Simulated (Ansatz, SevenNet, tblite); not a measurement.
# How well does each level of theory give the lattice parameter c of wurtzite AlN?

Reference value: 4.979 Å (measured, low temperature, extrapolated to low temperature; as tabulated in arXiv:1206.3780).

```csv
level (code),value (Å)
IPEA1-xTB (tblite),5.013
SevenNet-0,5.014
PBE (Ansatz),5.019
rVV10 (Ansatz),___
r²SCAN (Ansatz),4.978
```

Fill in the missing entries.


- rVV10 (Ansatz, a program for electronic structure), value (Å): 5.035

Differences against the reference: IPEA1-xTB +0.68 %, SevenNet-0 +0.70 %, PBE +0.80 %, rVV10 +1.12 %, r²SCAN -0.02 %.

Leaving aside IPEA1-xTB (doubt noted below): Once the reference is moved by up to 0.50 % (a margin picked here for doubts on the reference and the settings, and for temperature and zero-point motion) and values within 0.17 % count as equal, the nearest can be r²SCAN (-0.02 %), SevenNet-0 (+0.70 %) or PBE (+0.80 %). Within 2 %: SevenNet-0, PBE, rVV10, r²SCAN.

The reference isn't brought to a static lattice, while the calculations are for one, so the differences are not the levels' errors alone.  IPEA1-xTB: this parameter set was refitted to ionisation energies, not structures. IPEA1-xTB: the run uses a supercell at the zone centre in place of a k mesh. Cutoffs and k meshes differ between the levels. Ansatz's density-functional and Hartree–Fock values are scalar-relativistic unless marked +SOC, with PAW data made under PBE.

Machine-learned potentials (SevenNet-0) are trained on DFT data: a solid inside that data is no test of them.

Differences are worked out from the printed values.
